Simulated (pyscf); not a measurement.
Single points on ωB97X-D3(BJ)/def2-SVP structures (PySCF, gas phase).

### Question
Estimate the classical barrier height and the reaction energy of `[OH][TaH]([F])([F])[F]` + `[FH]` -> `[OH][Ta]([F])([F])([F])[F]` + `[H][H]` at PBE/def2-TZVP. The step runs on the singlet surface, breaks H–Ta, F–H and forms F–Ta, H–H; take the separated reactants as zero.

### Answer
ΔE‡ = -5.4 kcal/mol, ΔE = -36.1 kcal/mol. ωB97M-D3(BJ)/def2-TZVP gives -1.4 kcal/mol and -35.0 kcal/mol. Zero-point energy shifts the barrier by +0.2 kcal/mol. It is a four-centre exchange, with an imaginary mode of 676i cm⁻¹. On the reactant side the descent ends in an adduct with a F–Ta contact, 6.1 kcal/mol under the separated species and 3.1 kcal/mol under the saddle at ωB97X-D3(BJ)/def2-TZVP. At PBE the saddle lies under the separated reactants, which points to a path from their complex (located at ωB97X-D3(BJ) alone). What is counted as formed (F–Ta) is already present as a longer contact in the reactant adduct; forming that adduct is a step of its own. At the saddle there is also a short H–Ta contact that neither side keeps. This is the saddle that the search found; another between the same sides may lie lower. Elements past Kr carry the def2 core potentials, without spin-orbit coupling.
